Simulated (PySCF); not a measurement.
## Partial charges of ethanimine

Species: ethanimine, C₂H₅N.
SMILES with atom numbers: `[H]/[N:3]=[CH:2]\[CH3:1]` (hydrogens: H4, H5, H6 on C1; H7 on C2; H8 on N3)

Structure used (PBE0-D3(BJ)/def2-SVP), in Å, numbered top down from 1:
```xyz
8
C2H5N angstrom
C      0.690   -0.360   -0.323
C     -0.346    0.626    0.117
N     -1.449    0.397    0.698
H      1.628   -0.200    0.234
H      0.931   -0.223   -1.390
H      0.359   -1.397   -0.162
H     -0.106    1.685   -0.092
H     -1.569   -0.615    0.836
```

Density: PBE0/pcSseg-1 (PySCF); schemes: Mulliken, IAO, Hirshfeld and ESP-fitted. Isolated species at its PBE0-D3(BJ)/def2-SVP geometry, gas phase.

Which atoms carry the lowest charge in the Mulliken, IAO, Hirshfeld and ESP-fitted schemes?

The schemes don't all agree: Mulliken N3 (-0.342); IAO C1 (-0.454); Hirshfeld N3 (-0.241); ESP-fitted N3 (-0.769).

For which atoms does the sign change between the 4 schemes (beyond +0.03 e in one, beyond −0.03 e in another)?

C2.

Do the Mulliken, IAO, Hirshfeld and ESP-fitted schemes agree on where the charge is highest?

The schemes don't all agree: Mulliken H8 (+0.154); IAO H8 (+0.232); Hirshfeld H8 (+0.101); ESP-fitted C2 (+0.462).

Tabulate the Mulliken, IAO, Hirshfeld and ESP-fitted charges.

In e:

| atom | environment | Mulliken | IAO | Hirshfeld | ESP-fitted |
| --- | --- | --- | --- | --- | --- |
| C1 | methyl carbon | -0.286 | -0.454 | -0.115 | -0.438 |
| C2 | imine carbon | -0.040 | +0.053 | +0.055 | +0.462 |
| N3 | imine nitrogen | -0.342 | -0.427 | -0.241 | -0.769 |
| H4 | methyl hydrogen | +0.141 | +0.160 | +0.054 | +0.124 |
| H5 | methyl hydrogen | +0.137 | +0.158 | +0.053 | +0.120 |
| H6 | methyl hydrogen | +0.119 | +0.143 | +0.047 | +0.113 |
| H7 | hydrogen on a C=N carbon | +0.117 | +0.136 | +0.046 | +0.019 |
| H8 | N–H hydrogen | +0.154 | +0.232 | +0.101 | +0.370 |

Mean size of the charges over all atoms: ESP-fitted 0.302 e, IAO 0.220 e, Mulliken 0.167 e, Hirshfeld 0.089 e. Each set sums to the total charge, 0, to within 0.001 e. The Hirshfeld scheme divides the density at each point in proportion to the densities of the neutral, spherically averaged free atoms. The Mulliken scheme gives each basis function's population to the atom it is centred on and halves the overlap population of two atoms between them.

How many electrons does the Mulliken scheme count on C1?

Z − q = 6 − (-0.286) = 6.286.

Sum the charges by element, for elements with more than one atom.

| element | atoms | Mulliken | IAO | Hirshfeld | ESP-fitted |
| --- | --- | --- | --- | --- | --- |
| C | 2 | -0.326 | -0.401 | -0.060 | +0.024 |
| H | 5 | +0.668 | +0.828 | +0.301 | +0.746 |

How closely do the schemes follow one another over all atoms?

Correlation coefficient and root-mean-square difference: Mulliken with IAO 0.98, 0.080 e; Hirshfeld with ESP-fitted 0.95, 0.282 e; IAO with Hirshfeld 0.94, 0.161 e; Mulliken with Hirshfeld 0.93, 0.098 e; IAO with ESP-fitted 0.88, 0.200 e; Mulliken with ESP-fitted 0.81, 0.254 e.
